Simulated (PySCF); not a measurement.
Basis-set dependence of excited states

Species: C₂H₆O.
Bonds: C1–C2, C2–O3. Hydrogens: H4, H5, H6 on C1; H7, H8 on C2; H9 on O3.

TDDFT with PBE0 (PySCF), vertical singlets, core orbitals frozen in the response, spherical d and f functions. The structure is a single PBE0-D3(BJ)/def2-SVP conformer in the gas phase; no vibrational or solvent corrections.

**Question.** Compare 6-31G*, 6-31+G*, def2-SVP, def2-SVPD, aug-cc-pVDZ, def2-TZVP, def2-TZVPD and aug-cc-pVTZ for this molecule.

**Answer.** 

```tsv
basis	functions	diffuse	S1 (eV)	S2 (eV)	S3 (eV)	S4 (eV)	S5 (eV)	LUMO (eV)	α (au)
6-31G*	54	no	8.09	9.73	9.87	10.16	10.66	2.52	26.2
6-31+G*	66	yes	6.84	7.77	7.95	8.22	8.33	0.45	29.6
def2-SVP	72	no	7.61	8.94	9.21	9.50	9.76	1.73	27.1
def2-SVPD	111	yes	7.03	8.12	8.46	8.50	8.93	0.58	33.0
aug-cc-pVDZ	123	yes	6.50	7.29	7.51	7.67	7.93	-0.12	33.7
def2-TZVP	129	no	7.25	8.55	8.77	9.07	9.47	1.04	31.1
def2-TZVPD	168	yes	6.74	7.72	7.98	8.16	8.33	0.24	33.7
aug-cc-pVTZ	276	yes	6.52	7.29	7.49	7.63	7.92	-0.15	33.9
```

States are compared by their number. Against the largest diffuse basis here (aug-cc-pVTZ, itself not a converged limit), sets without diffuse functions differ by up to 1.56 eV in S1 and 2.74 eV in S5; the smaller diffuse sets differ by up to 0.50 and 1.01 eV. State by state, the largest deviation of a set without diffuse functions is S1 1.56, S2 2.44, S3 2.37, S4 2.53, S5 2.74 eV. The same number needn't mean the same state in each row. Against aug-cc-pVTZ the polarisability deviates by -23% in 6-31G*, -13% in 6-31+G*, -20% in def2-SVP, -3% in def2-SVPD, -1% in aug-cc-pVDZ, -8% in def2-TZVP, -1% in def2-TZVPD. A single + in a Pople set puts diffuse functions on heavy atoms only.
